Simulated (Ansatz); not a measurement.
Cartesian coordinates (Å):
SMILES: C=CC=C
```xyz
10

C      1.5944    -0.0923    -0.9377
C      0.7094    -0.1325     0.0730
C     -0.7094     0.1325    -0.0730
C     -1.5944     0.0923     0.9377
H      2.6533    -0.2989    -0.7819
H      1.2795     0.1503    -1.9555
H      1.0564    -0.3790     1.0828
H     -1.0564     0.3790    -1.0828
H     -2.6533     0.2989     0.7819
H     -1.2795    -0.1503     1.9555
```
Charge 0, multiplicity 1.

Level of theory: frozen-core CCSD(T)/def2-TZVPP // PBE-D3(BJ)/def2-TZVP (Ansatz, a quantum-chemistry and plane-wave program). The restricted HF reference is unstable towards unrestricted orbitals.

```json
{
  "HF energy": "-154.98059 Ha",
  "MP2 correlation energy": "-0.64946 Ha"
}
```

**Question.** Estimate the CCSD correlation energy, the (T) correction, the total energy and the T1 diagnostic.

**Answer.** 
The CCSD correlation energy is -0.68543 Ha and the (T) correction is -0.03234 Ha. The CCSD(T) total energy is -155.69835 Ha and the T1 diagnostic is 0.011.
